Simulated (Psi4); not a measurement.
**Si3H8 (SMILES [SiH3][SiH2][SiH3]): revPBE/6-31G(d) (spherical functions)**

What is the energy change on altering one bond length of Si3H8 at revPBE/6-31G* (spherical functions)? 

The results are computed with Psi4 1.11.

## 1. Starting point

The species is Si3H8 (11 atoms), meant as a singlet with charge 0. As SMILES, `[SiH3][SiH2][SiH3]`. The coordinates come from a PBE0-D4/def2-TZVP relaxation.

Bond lengths: Si1–Si2 2.338 Å, Si2–Si3 2.338 Å, Si1–H4 1.488 Å, Si1–H5 1.488 Å, Si1–H6 1.488 Å, Si2–H7 1.490 Å, Si2–H8 1.490 Å, Si3–H9 1.488 Å, Si3–H10 1.488 Å, Si3–H11 1.488 Å. Some angles: Si1–Si2–Si3 110.4°, Si1–Si2–H7 109.6°, Si1–Si2–H8 109.6°, Si3–Si2–H7 109.6°, Si3–Si2–H8 109.6°, Si2–Si1–H4 111.2°, Si2–Si1–H5 109.8°, Si2–Si1–H6 109.8°, Si2–Si3–H9 109.8°, Si2–Si3–H10 109.8°.

## 2. The energy at revPBE/6-31G(d) (spherical functions)

Contents of job.py:

```python
import psi4

psi4.set_memory('1600 MB')
psi4.set_num_threads(1)
psi4.core.set_output_file('output.dat', False)

mol = psi4.geometry("""
0 1
Si    -2.44260330     2.58274539    -0.99261644
Si    -0.87413061    -1.52557590    -0.55996365
Si     3.08390075    -1.46340391     1.40359408
H     -4.96213734     2.58461622    -2.23955222
H     -0.66901974     4.12043443    -2.53992419
H     -2.68821100     3.77962232     1.53944649
H     -0.64893195    -2.72150798    -3.09945320
H     -2.66523193    -3.06286810     0.97583567
H      2.86473032    -0.29279417     3.95034018
H      4.88271216     0.06005550    -0.12859586
H      4.11886596    -4.06132380     1.69087024
units bohr
symmetry c1
""")

options = {'basis': '6-31G*', 'puream': True, 'e_convergence': 1e-09, 'd_convergence': 1e-08, 'scf_type': 'pk', 'dft_radial_points': 99, 'dft_spherical_points': 590}
psi4.set_options(options)

E, wfn = psi4.energy("revpbe", return_wfn=True)
psi4.oeprop(wfn, "DIPOLE", "MULLIKEN_CHARGES", "LOWDIN_CHARGES")
print(f'total energy {E:.8f} hartree = {E * 27.211386:.5f} eV')
```

Run with:

```bash
$ python job.py
```

output.dat:

```text
[...]
  Running in c1 symmetry.
[...]
  Nuclear repulsion =  193.117837226625369
[...]
  Multiplicity = 1
[...]
  Nalpha       = 25
  Nbeta        = 25
[...]
    Number of basis functions: 70
[...]
   @RKS iter   1:  -872.91955297615061   -4.22697e-01   4.70566e-03 DIIS/ADIIS
[...]
   @RKS iter  10:  -873.02640757077188   -1.36424e-12   2.15884e-09 DIIS
[...]
    Orbital Energies [Eh]
    ---------------------
    Doubly Occupied:
       1A    -65.410526     2A    -65.410517     3A    -65.408827
       4A     -5.052949     5A     -5.052924     6A     -5.051085
       7A     -3.457878     8A     -3.457857     9A     -3.457631
      10A     -3.457627    11A     -3.457616    12A     -3.457614
      13A     -3.455904    14A     -3.455805    15A     -3.455746
      16A     -0.523175    17A     -0.483292    18A     -0.437619
      19A     -0.332134    20A     -0.321545    21A     -0.311675
      22A     -0.310956    23A     -0.298624    24A     -0.273779
      25A     -0.252807
[...]
  @RKS Final Energy:  -873.02640757077188
   => Energetics <=
    Nuclear Repulsion Energy =            193.1178372266253689
    One-Electron Energy =               -1593.4494254078585982
    Two-Electron Energy =                 592.8218901624688897
    DFT Exchange-Correlation Energy =     -65.5167095520075264
    Empirical Dispersion Energy =           0.0000000000000000
    VV10 Nonlocal Energy =                  0.0000000000000000
    Total Energy =                       -873.0264075707718803
[...]
 Multipole Moments:
 ------------------------------------------------------------------------------------
     Multipole            Electronic (a.u.)      Nuclear  (a.u.)        Total (a.u.)
 ------------------------------------------------------------------------------------
 L = 1.  Multiply by 2.5417464519 to convert [e a0] to [Debye]
 Dipole X            :         -0.3974342            0.3860525           -0.0113817
 Dipole Y            :         -0.6934478            0.6736078           -0.0198400
 Dipole Z            :         -0.2542928            0.2470364           -0.0072565
 Magnitude           :                                                    0.0239963
[...]
  Mulliken Charges: (a.u.)
   Center  Symbol    Alpha    Beta     Spin     Total
       1    SI     6.94356  6.94356  0.00000  0.11287
       2    SI     7.00776  7.00776  0.00000 -0.01551
       3    SI     6.94356  6.94356  0.00000  0.11287
       4     H     0.51422  0.51422  0.00000 -0.02844
       5     H     0.51453  0.51453  0.00000 -0.02906
       6     H     0.51454  0.51454  0.00000 -0.02908
       7     H     0.50927  0.50927  0.00000 -0.01854
       8     H     0.50927  0.50927  0.00000 -0.01854
       9     H     0.51453  0.51453  0.00000 -0.02906
      10     H     0.51454  0.51454  0.00000 -0.02908
      11     H     0.51422  0.51422  0.00000 -0.02844
[...]
```

Standard output:

```text
total energy -873.02640757 hartree = -23756.25856 eV
```

Wall time 13 s (1 thread of Intel Xeon 6975P-C (Granite Rapids), shared host); peak memory 0.79 GiB.

## 3. The distorted shape at the same level

Contents of input.json:

```json
{
 "schema_name": "qcschema_input",
 "schema_version": 1,
 "molecule": {
  "schema_name": "qcschema_molecule",
  "schema_version": 2,
  "symbols": ["Si", "Si", "Si", "H", "H", "H", "H", "H", "H", "H", "H"],
  "geometry": [-2.67789877, 3.19905689, -1.05752097, -0.87413061, -1.5255759, -0.55996365, 3.08390075, -1.46340391, 1.40359408, -5.19743281, 3.20092771, -2.30445676, -0.90431521, 4.73674593, -2.60482873, -2.92350647, 4.39593382, 1.47454196, -0.64893195, -2.72150798, -3.0994532, -2.66523193, -3.0628681, 0.97583567, 2.86473032, -0.29279417, 3.95034018, 4.88271216, 0.0600555, -0.12859586, 4.11886596, -4.0613238, 1.69087024],
  "molecular_charge": 0,
  "molecular_multiplicity": 1,
  "fix_symmetry": "c1"
 },
 "driver": "energy",
 "model": {
  "method": "revpbe",
  "basis": "6-31G*"
 },
 "keywords": {
  "puream": true,
  "e_convergence": 1e-09,
  "d_convergence": 1e-08,
  "scf_type": "pk",
  "dft_radial_points": 99,
  "dft_spherical_points": 590
 }
}
```

Run with:

```bash
$ psi4 --qcschema input.json -n 1 --memory 1600MB
```

stdout:

```text
[...]
  Running in c1 symmetry.
[...]
  Nuclear repulsion =  183.637830601829478
[...]
  Multiplicity = 1
[...]
  Nalpha       = 25
  Nbeta        = 25
[...]
    Number of basis functions: 70
[...]
   @RKS iter   1:  -872.91732780997609   -5.61286e-01   4.45462e-03 ADIIS/DIIS
[...]
   @RKS iter  11:  -873.01355291240031    9.09495e-13   1.14748e-09 DIIS
[...]
    Orbital Energies [Eh]
    ---------------------
    Doubly Occupied:
       1A    -65.422660     2A    -65.420663     3A    -65.410632
       4A     -5.061760     5A     -5.059434     6A     -5.052997
       7A     -3.467457     8A     -3.466331     9A     -3.466330
      10A     -3.465137    11A     -3.464035    12A     -3.464029
      13A     -3.457902    14A     -3.457676    15A     -3.457676
      16A     -0.512437    17A     -0.480926    18A     -0.441561
      19A     -0.327848    20A     -0.318364    21A     -0.312154
      22A     -0.311780    23A     -0.300554    24A     -0.270347
      25A     -0.240939
[...]
  @RKS Final Energy:  -873.01355291240031
   => Energetics <=
    Nuclear Repulsion Energy =            183.6378306018294779
    One-Electron Energy =               -1574.3709758172749389
    Two-Electron Energy =                 583.1777710506916037
    DFT Exchange-Correlation Energy =     -65.4581787476465990
    Empirical Dispersion Energy =           0.0000000000000000
    VV10 Nonlocal Energy =                  0.0000000000000000
    Total Energy =                       -873.0135529124003142
[...]
 Multipole Moments:
 ------------------------------------------------------------------------------------
     Multipole            Electronic (a.u.)      Nuclear  (a.u.)        Total (a.u.)
 ------------------------------------------------------------------------------------
 L = 1.  Multiply by 2.5417464519 to convert [e a0] to [Debye]
 Dipole X            :         -0.3627402            0.3505833           -0.0121568
 Dipole Y            :         -0.7739567            0.7665126           -0.0074441
 Dipole Z            :         -0.2438820            0.2372524           -0.0066296
 Magnitude           :                                                    0.0157212
[...]
```

The result, in JSON:

```text
{
 "driver": "energy",
 "model": {
  "method": "revpbe",
  "basis": "6-31G*"
 },
 "success": true,
 "return_result": -873.0135529124003,
 "properties": {
  "calcinfo_nbasis": 70,
  "calcinfo_nmo": 70,
  "calcinfo_nalpha": 25,
  "calcinfo_nbeta": 25,
  "calcinfo_natom": 11,
  "nuclear_repulsion_energy": 183.63783060182948,
  "return_energy": -873.0135529124003,
  "scf_one_electron_energy": -1574.370975817275,
  "scf_two_electron_energy": 583.1777710506916,
  "scf_xc_energy": -65.4581787476466,
  "scf_dipole_moment": [-0.012156839086243654, -0.007444134486662257, -0.006629610418106946],
  "scf_total_energy": -873.0135529124003,
  "scf_iterations": 11
 }
}
```

Wall time 12 s (1 thread of Intel Xeon 6975P-C (Granite Rapids), shared host); peak memory 1.3 GiB.

## 4. Results

At revPBE/6-31G* (spherical functions):

```
                                                           quantity          value
                                          first shape: total energy  -873.02641 Eh
                                         first shape: dipole moment         0.06 D
                                           first shape: HOMO energy       -6.88 eV
                                           first shape: LUMO energy       -0.58 eV
                                         first shape: HOMO–LUMO gap        6.30 eV
                                      distorted shape: total energy  -873.01355 Eh
                                     distorted shape: dipole moment         0.04 D
                                       distorted shape: HOMO energy       -6.56 eV
                                       distorted shape: LUMO energy       -1.34 eV
                                     distorted shape: HOMO–LUMO gap        5.22 eV
energy change with the Si1–Si2 bond stretched from 2.338 to 2.689 Å       0.350 eV
```

**Reading.** With the Si1–Si2 bond stretched from 2.338 to 2.689 Å the energy rises by 0.35 eV (8.1 kcal/mol). The first shape isn't relaxed at this level, so the change isn't measured from a minimum.
